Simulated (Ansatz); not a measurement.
The first iterations of a band of CH3 + H4Si (9 atoms, charge 0, multiplicity 2).

These are results of Ansatz 0.2.0, UKS PBE/def2-SVP, not measurements.

* movable images: 7
* climbing image: yes
* spring: 5.0 eV/Å²
* optimiser: quadratic models (default)
* start path: through a guess of the saddle point
* force threshold: 0.05 eV/Å
* iteration limit: 60
* end points: relaxed

First end point:

```xyz
9
Properties=species:S:1:pos:R:3
Si 0.000 0.000 -0.410
H 0.000 0.000 1.095
H 1.416 0.000 -0.915
H -0.707 1.226 -0.915
H -0.708 -1.226 -0.915
C 0.000 0.000 3.973
H -0.593 -0.924 3.976
H 1.097 -0.052 3.976
H -0.504 0.976 3.976
```

Last end point:

```xyz
9
Properties=species:S:1:pos:R:3
Si 0.000 0.000 -0.776
H 0.000 0.000 2.554
H 1.435 0.000 -1.229
H -0.717 1.243 -1.229
H -0.717 -1.243 -1.229
C 0.000 0.000 3.661
H -0.564 -0.877 4.030
H 1.042 -0.049 4.030
H -0.478 0.927 4.030
```

| iteration | highest image above the first end (eV) | largest band force component (eV/Å) |
| --- | --- | --- |
| 1 | 0.185 | 2.660 |
| 2 | 0.075 | 1.585 |

**Question.** Does the band converge within its limit, and where does its top end?

**Answer.** The forces met the threshold. It ended after 7 iterations with the highest image 0.084 eV above the first end. A vibrational analysis at the climbing image gives one clearly imaginary mode, 321i cm⁻¹, and a faint second one (26i cm⁻¹) that may be numerical noise or a soft torsion: probably a first-order saddle point.

Time of the run: 54 s on 2 threads of Arm Neoverse V2, with other jobs on the host, peak memory 0.14 GiB.
